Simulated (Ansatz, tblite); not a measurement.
# The cluster Te2Mo+: a ladder of methods and basis sets

One table from this session's results is given with a row withheld; the runs are named, their logs left out.

Computed with Ansatz 0.2.0, Gaussian basis. Level: as each input shows.

The runs, in order: GFN1-xTB, GFN2-xTB, PBE-D4/def2-TZVP, r2SCAN-D4/def2-TZVP, B3LYP-D4/def2-TZVP, r2SCANh-D4/def2-TZVP, B97M-V/def2-TZVP, CAM-B3LYP-D4/def2-TZVP, LDA/def2-TZVP, PBE-D4/def2-SVP, PBE0-D4/def2-SVP, CCSD(T)/def2-SVP, MP2/def2-TZVP, RPA/def2-TZVP.

### The geometry

The doublet was relaxed beforehand with PBE0-D4/def2-TZVP. At that level it is the lowest of the isomers that a small search found.

3 atoms, charge 1, spin multiplicity 2.

Bond lengths: Mo1–Te2 2.457 Å, Mo1–Te3 2.457 Å. Angles: Te2–Mo1–Te3 107.4°.

Mo, Te take a core potential in the def2 sets. No spin-orbit coupling is included. The ion is computed in the gas phase, without counter-ions or solvent.

PBE0-D4/def2-TZVP was run before; its log isn't repeated, and its numbers join the tables.

Set-up of the first run:

Tight binding, by tblite at 300 K electronic temperature and without a spin-polarisation term:

```python
tblite.interface.Calculator('GFN1-xTB', numbers, positions, charge=1, uhf=1).singlepoint()
```

Tight binding, by tblite at 300 K electronic temperature and without a spin-polarisation term:

```python
tblite.interface.Calculator('GFN2-xTB', numbers, positions, charge=1, uhf=1).singlepoint()
```

start.molden holds the orbitals of an earlier run on this state, given as this run's starting guess.

Input file in.yaml:

```yaml
crystal:
  periodic: [false, false, false]
  atoms:
    - {symbol: Mo, position_ang: [0.541043, 0.746931, -0.298776]}
    - {symbol: Te, position_ang: [0.632254, -0.322766, 1.910953]}
    - {symbol: Te, position_ang: [-1.173297, -0.424175, -1.612176]}
basis:
  gaussian: {orbitals: def2-TZVP, initial_orbitals: start.molden}
total_charge: 1
magnetization: {spin_polarized: true, initial_magnetization: 1}
hamiltonian: {xc: pbe, dispersion: d4}
scf: {omitted_lower_state_checks: [starts]}
output: {forces: true, orbitals: {seedname: orbitals}}
```

Launch:

```sh
$ ansatz run in.yaml --threads 4 --pin off --events-out ev --progress --plain --max-ram 3916MiB
```

Among the steps run: PBE-D4/def2-TZVP; r2SCAN-D4/def2-TZVP; B3LYP-D4/def2-TZVP; r2SCANh-D4/def2-TZVP; B97M-V/def2-TZVP; CAM-B3LYP-D4/def2-TZVP; LDA/def2-TZVP; PBE-D4/def2-SVP; PBE0-D4/def2-SVP; CCSD(T)/def2-SVP; MP2/def2-TZVP; RPA/def2-TZVP.

One of the session's tables, all rows but one given; the rest of the session is left out.

| level | HOMO (eV) | LUMO (eV) | gap (eV) |
| --- | --- | --- | --- |
| LDA/def2-TZVP | -10.53 | -9.99 | 0.54 |
| PBE-D4/def2-SVP | -10.32 | -9.80 | 0.52 |
| PBE-D4/def2-TZVP | -10.29 | -9.76 | 0.53 |
| r2SCAN-D4/def2-TZVP | -10.39 | -9.68 | 0.70 |
| B97M-V/def2-TZVP | -10.24 | -9.64 | 0.59 |
| r2SCANh-D4/def2-TZVP | -10.63 | -9.37 | 1.26 |
| B3LYP-D4/def2-TZVP | ? | ? | ? |
| PBE0-D4/def2-SVP | -10.99 | -9.13 | 1.85 |
| PBE0-D4/def2-TZVP | -10.95 | -9.06 | 1.89 |
| CAM-B3LYP-D4/def2-TZVP | -11.95 | -8.08 | 3.87 |

Q: Estimate the row for B3LYP-D4/def2-TZVP from the others.

The run gave: HOMO (eV): -10.84; LUMO (eV): -9.28; gap (eV): 1.55. In the column «HOMO (eV)» it lies between PBE0-D4/def2-TZVP (-10.95) and r2SCANh-D4/def2-TZVP (-10.63).

To keep in mind: Doubts: state flagged by the program, large T1 diagnostic, spin contamination. Notes on CCSD(T)/def2-SVP: large T1 diagnostic, spin contamination, state flagged by the program.
